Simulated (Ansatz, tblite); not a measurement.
# How well does each level of theory give the lattice parameter c of wurtzite CdS?

Reference value: 6.714 Å (measured, temperature not stated, not corrected to a static lattice; as tabulated in Biswas et al. (2022), arXiv:2106.08875).

**Question.** Put these levels in order of the lattice parameter c that they give for wurtzite CdS, smallest first: GFN2-xTB (tblite), PBE (Ansatz, a quantum-chemistry and plane-wave program), PBE-D3(BJ) (Ansatz).

**Answer.** PBE-D3(BJ) (6.748 Å), PBE (6.830 Å), GFN2-xTB (6.935 Å)

Differences against the reference: GFN2-xTB +3.29 %, PBE +1.73 %, PBE-D3(BJ) +0.51 %.

The measured value isn't corrected to a static lattice, so vibrations enter the comparison. A static lattice is as a rule a little smaller than the measured one.  GFN2-xTB: the method was fitted mainly to molecules. GFN2-xTB: the run uses a supercell at the zone centre in place of a k mesh. Cutoffs differ between the levels. Ansatz's density-functional and Hartree–Fock values are scalar-relativistic unless marked +SOC, with PAW data made under PBE.

Differences are worked out from the printed values.
